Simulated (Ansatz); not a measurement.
**[Cl···H···H], doublet along the distance Cl1-H2**

Starting geometry:

| atom | x (Å) | y (Å) | z (Å) |
| --- | --- | --- | --- |
| Cl | 0.0000 | 0.0000 | -1.1976 |
| H | 0.0000 | 0.0000 | 0.0812 |
| H | 0.0000 | 0.0000 | 1.1164 |

From there H2 is moved from one fragment to the other while all else, the fragments' distance too, stays fixed; atoms are numbered as listed. Energies are in kJ/mol, counted from the starting geometry at the same level. Kohn–Sham curves are unrestricted where that lies lower.

Basis cc-pVTZ; Ansatz 0.2.0. Correlated methods freeze the noble-gas cores. Prefix R: restricted or restricted open-shell reference; prefix U: unrestricted.

Full CI isn't at hand for all of this; UCCSDT(Q) serves as the reference, and is uncertain by about the last step of the cluster series.

| distance Cl1-H2 (Å) | UCCSDT(Q) | PBE | r2SCAN | B97M-V | PBE0 | B3LYP | wB97M-V | B2PLYP | PBE-QIDH | RPA-PBE |
| --- | --- | --- | --- | --- | --- | --- | --- | --- | --- | --- |
| 1.279 | 0.0 | 0.0 | 0.0 | 0.0 | 0.0 | 0.0 | 0.0 | 0.0 | 0.0 | 0.0 |
| 1.320 | -4.3 | -7.5 | -6.3 | -6.8 | -5.9 | -7.3 | -5.7 | -5.5 | -3.7 | -5.8 |
| 1.403 | -8.7 | -16.0 | -12.3 | -14.3 | -12.1 | -16.4 | -12.4 | -11.7 | -6.4 | -13.7 |
| 1.486 | -11.5 | -18.0 | -13.0 | -16.5 | -13.8 | -21.3 | -16.3 | -14.9 | -7.0 | -19.4 |
| 1.569 | -10.3 | -11.1 | -6.8 | -12.0 | -8.5 | -18.8 | -14.6 | -12.6 | -3.4 | -19.4 |
